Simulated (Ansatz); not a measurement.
High-frequency dielectric constant of wurtzite AlN: levels of theory against measurement

Reference value: 4.18 (measured, temperature not stated, no zero-point or thermal correction, mean; as tabulated in Skone et al. (2014), arXiv:1501.03184).

Problem. What do LDA, BLYP, PBE, revPBE, RPBE, PBE-D3(BJ), r²SCAN give, and how far is each from the reference?

Solution. 
```tsv
level (code)	value	cell (Å³/atom)	difference (%)
LDA (Ansatz)	4.47	10.21	+6.9
BLYP (Ansatz)	4.38	10.80	+4.8
PBE (Ansatz)	4.55	10.65	+8.9
revPBE (Ansatz)	4.57	10.79	+9.3
RPBE (Ansatz)	4.57	10.84	+9.3
PBE-D3(BJ) (Ansatz)	4.51	10.42	+7.9
r²SCAN (Ansatz)	4.20	10.40	+0.5
```

Once the reference is moved by up to 3.0 % (a margin picked here for doubts on the reference and the settings, and for temperature and zero-point motion) and values within 1.7 % count as equal, the nearest can be r²SCAN (+0.5 %) or BLYP (+4.8 %). By the same margin the farthest can be RPBE (+9.3 %), revPBE (+9.3 %), PBE (+8.9 %) or PBE-D3(BJ) (+7.9 %). Within 20 %: LDA, BLYP, PBE, revPBE, RPBE, PBE-D3(BJ), r²SCAN.

The reference isn't brought to a static lattice, while the calculations are for one, so the differences are not the levels' errors alone. For crystals that are not cubic the mean over three axes is given.  Each level is taken at its own relaxed cell. Cutoffs differ between the levels. Ansatz's density-functional and Hartree–Fock values are scalar-relativistic unless marked +SOC, with PAW data made under PBE.

Differences are worked out from the printed values.

Ansatz is a quantum-chemistry and plane-wave program.
